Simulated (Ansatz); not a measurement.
A run of Ansatz (development build ahead of 0.2.0) on doublet CH₃BO(+) at this shape:

```xyz
6

B     0.5830    0.8581    0.8424
C    -0.0797   -0.1173   -0.1152
O    -0.5735   -0.8441   -0.8287
H     1.7590    0.5319    0.8483
H     0.3774    1.9569    0.3528
H     0.0147    0.6774    1.9072
```

Its results:

| Quantity | Value |
| --- | --- |
| Converged | yes |
| Total energy | -139.24669 hartree |
| Spin squared of the determinant | 0.760 |
| Stability test | minimum |

Forces (eV/Å):
```tsv
atom	Fx	Fy	Fz
B1	1.547	0.328	-3.374
C2	-1.260	-2.032	-2.332
O3	0.776	1.145	1.127
H4	0.273	-0.778	1.334
H5	-1.144	0.684	0.825
H6	-0.192	0.654	2.419
```

Which input gives this output? Name the method, the orbitals and the basis set, and write the input.

PBE0 (unrestricted) in def2-SVP.

```yaml
crystal:
  periodic: [false, false, false]
  atoms:
    - { symbol: B, position_ang: [0.583, 0.8581, 0.8424] }
    - { symbol: C, position_ang: [-0.0797, -0.1173, -0.1152] }
    - { symbol: O, position_ang: [-0.5735, -0.8441, -0.8287] }
    - { symbol: H, position_ang: [1.759, 0.5319, 0.8483] }
    - { symbol: H, position_ang: [0.3774, 1.9569, 0.3528] }
    - { symbol: H, position_ang: [0.0147, 0.6774, 1.9072] }
basis:
  gaussian: { orbitals: def2-SVP }
total_charge: 1
magnetization:
  spin_polarized: true
  initial_magnetization: 1
hamiltonian:
  xc: pbe0
output:
  forces: true
```

Caution: the determinant breaks the point group.
